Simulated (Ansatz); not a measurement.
Species: C5H7, net charge 0, doublet state. It need not be the lowest isomer of its formula. 
Structure (B3LYP-D3(BJ)/def2-TZVP (Ansatz, a quantum-chemistry and plane-wave program) minimum search):
SMILES: C1C2(C[CH]2)C1
```xyz
12

C     -0.0104     0.0495     0.0458
C      0.0456     0.7415     1.2927
C     -0.0167    -0.7412     1.3247
C      0.7119     0.0323    -1.2558
C     -0.8028     0.0636    -1.2167
H      0.7274     1.4572     1.7258
H     -0.9501    -1.2144     1.6178
H      0.8707    -1.3020     1.6078
H      1.1880    -0.8930    -1.5566
H      1.2321     0.9313    -1.5612
H     -1.3336    -0.8396    -1.4890
H     -1.2999     0.9860    -1.4891
```
Charge 0, spin multiplicity 2.

Property: atomisation energy (electronic, to ground-state atoms), in kJ/mol. Cores are frozen in the correlated levels unless marked. UHF or UKS for open shells. No spin-orbit coupling. No relativistic terms. 

| level | program | atomisation energy (kJ/mol) |
|---|---|---|
| PBE/def2-TZVPD | Ansatz | 5046.5 |
| PBE-D4/def2-TZVPD | Ansatz + dftd4 | 5067.6 |
| PBE0/def2-TZVP | Ansatz | 4972.6 |
| CAM-B3LYP-D3(BJ)/def2-TZVPD | Ansatz + dftd3 | 4923.7 |
| MP2/6-31G* | Ansatz | 4577.3 |
| CCSD/6-31G | Ansatz | 4201.4 |
